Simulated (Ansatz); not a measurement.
Compare A (`CCC(O)=S`) with its isomer B (`CCC(=O)S`).

Computed with Ansatz on PBE0-D4/def2-TZVP structures; ΔE is electronic, products minus reactants. CCSD(T)/CBS is the MP2 limit (def2-TZVPP, def2-QZVPP) plus CCSD(T) − MP2 in def2-TZVPP, frozen cores. Functionals use def2-TZVPP. B3LYP here is the variant with VWN-RPA as its local correlation; programs differ in this. Each species was taken in one conformer, which may not be the lowest.

Question: Which is lower in electronic energy at CCSD(T)/CBS, and by how much? (An estimate is asked.)

Answer: The calculation gave: B, by 8.3 kcal/mol.

Question: Give E(B) − E(A) in kcal/mol with B3LYP, PBE-D4, HF/def2-TZVPP, PBE0-D4, ωB97M-V, MP2/def2-TZVPP, B2PLYP. (An estimate is asked.)

Answer: Ansatz gave: B3LYP -10.1, PBE-D4 -9.8, HF/def2-TZVPP -11.4, PBE0-D4 -9.3, ωB97M-V -9.1, MP2/def2-TZVPP -8.3, B2PLYP -9.6. None reverses the order clearly.

Largest T1 diagnostic: 0.015.

In def2-TZVPP, CCSD(T) changes the Hartree–Fock value by +2.5 kcal/mol (the triples alone add +0.5 kcal/mol) and MP2 by +3.1 kcal/mol.
